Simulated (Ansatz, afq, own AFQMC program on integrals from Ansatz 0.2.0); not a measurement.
## Where AFQMC and coupled cluster stand for BeSe⁻, doublet

```xyz
2

Se    0.0000    0.0000    0.0000
Be    0.0000    0.0000    1.9486
```

Basis aug-cc-pVDZ. Only valence electrons are correlated. Ansatz 0.2.0 and our own AFQMC program on the same integrals; the CISD trial comes from CCSD amplitudes, and released means the phaseless constraint is let go. Free projection: walkers drawn from exp(T), propagated without any constraint. Its projection time is finite, and what remains of the start isn't in its error. ± is one standard error of the sampling. No spin–orbit coupling.

Determinant: UHF, the one that the program's search chose, which needn't be the lowest solution. The geometry is a PBE0/def2-TZVPD stationary point of this or a neighbouring charge and spin state.

No full CI on the walks' own integrals is used here; CCSDT(Q) serves as the reference and is uncertain by about the last step of the cluster series.

Cautions: no relativity below Rb; no spin-orbit coupling; inner d shell frozen; the released energies are still falling, so no released level is given (meV from the phaseless value at times in 1/Eh: -8 ± 19 at 0.24, 7 ± 13 at 0.51, 6 ± 12 at 0.99, -2 ± 10 at 1.62, -26 ± 16 at 2.40), though the last usable value meets CCSDT(Q) within the noise.

- T1 diagnostic: 0.0246
- weight of the determinant in the CISD state: 0.884
- ⟨S²⟩ of the determinant: 0.762
- size of the correlated space: 9 electrons in 44 orbitals

```json
{"level": "MP2", "correlation energy (eV)": "-4.1219"}
{"level": "CCSD", "correlation energy (eV)": "-4.5164"}
{"level": "CCSD(T)", "correlation energy (eV)": "-4.7400"}
```

(1) Estimate where phaseless AFQMC with a CISD trial lies against CCSD(T) on the same integrals.

(1) 4.1 ± 1.6 kJ/mol below CCSD(T).

Reference: CCSDT(Q), correlation energy -4.783 eV.

```tsv
level	E − E(reference) (kJ/mol)	share of correlation (%)
CCSD(T)	4.1	99.11
CCSDT	1.7	99.64
ph-AFQMC/CISD	0.0 ± 1.6	100.00
free AFQMC	2.6 ± 1.6	99.45
```

Free projections are given only where their last times agree within the noise and don't stop above the reference; a slow remainder of the start can still hide under it. A walk keeps the symmetry of its determinant, which the program's search chose and which needn't be the lowest solution, so a lower state of the same spin and another symmetry isn't excluded.
